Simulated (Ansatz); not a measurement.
in.yaml

```yaml
crystal:
  periodic: [false, false, false]
  atoms:
    - {symbol: B, position_ang: [-1.578955, 0.030718, 0.000000]}
    - {symbol: H, position_ang: [-2.175688, 1.064290, 0.000000]}
    - {symbol: H, position_ang: [-2.175689, -1.002853, 0.000000]}
    - {symbol: H, position_ang: [-0.107955, 0.030718, 0.000000]}
    - {symbol: O, position_ang: [1.253045, 0.030718, 0.000000]}
    - {symbol: H, position_ang: [1.504904, -0.909232, 0.000000]}
basis:
  gaussian: {orbitals: cc-pVDZ}
magnetization: {spin_polarized: true, initial_magnetization: 1}
correlation: {method: ccsdt_q, electrons: outside_noble_gas}
```

```sh
$ ansatz run in.yaml --threads 1 --pin off --events-out ev --progress --plain --max-ram 2393MiB
```

The program prints:

```
858 factors; integrals over basis functions are off by at most 2.3e-7 eV
mean field evaluation 1: about -2764.6375 eV, gradient 2.5e1 eV
mean field evaluation 2: about -2764.6614 eV, gradient 2.5e1 eV
mean field evaluation 4: about -2768.0868 eV, gradient 3.6e0 eV
mean field evaluation 8: about -2768.4692 eV, gradient 4.8e-1 eV
mean field evaluation 16: about -2768.4799 eV, gradient 1.6e-6 eV
mean field evaluation 32: about -2767.4873 eV, gradient 6.3e-4 eV
mean field evaluation 64: about -2768.4799 eV, gradient 1.6e-6 eV
mean field evaluation 96: about -2765.0422 eV, gradient 4.6e0 eV
mean field evaluation 128: about -2767.4873 eV, gradient 1.5e-2 eV
mean field evaluation 160: about -2764.9136 eV, gradient 6.1e-4 eV
...
cycle  12  -8.46384201 eV  change   -3.9e-5 eV  update   1.5e-4
cycle  13  -8.46393044 eV  change   -8.8e-5 eV  update   7.5e-5
cycle  14  -8.46396526 eV  change   -3.5e-5 eV  update   4.4e-5
cycle  15  -8.46401805 eV  change   -5.3e-5 eV  update   2.7e-5
cycle  16  -8.46403916 eV  change   -2.1e-5 eV  update   1.5e-5
cycle  17  -8.46404423 eV  change   -5.1e-6 eV  update   1.0e-5
cycle  18  -8.46404457 eV  change   -3.3e-7 eV  update   6.6e-6
cycle  19  -8.46404313 eV  change    1.4e-6 eV  update   2.7e-6
cycle  20  -8.46404239 eV  change    7.3e-7 eV  update   1.3e-6
cycle  21  -8.46404220 eV  change    2.0e-7 eV  update   7.6e-7
perturbative correction -0.01679547 eV, -0.0006172223 hartree
Total energy: -2776.96075821 eV, -102.0514255724 hartree
```

Ran on 1 thread of Arm Neoverse N1, shared host: 2 min wall, 0.68 GiB peak host memory.
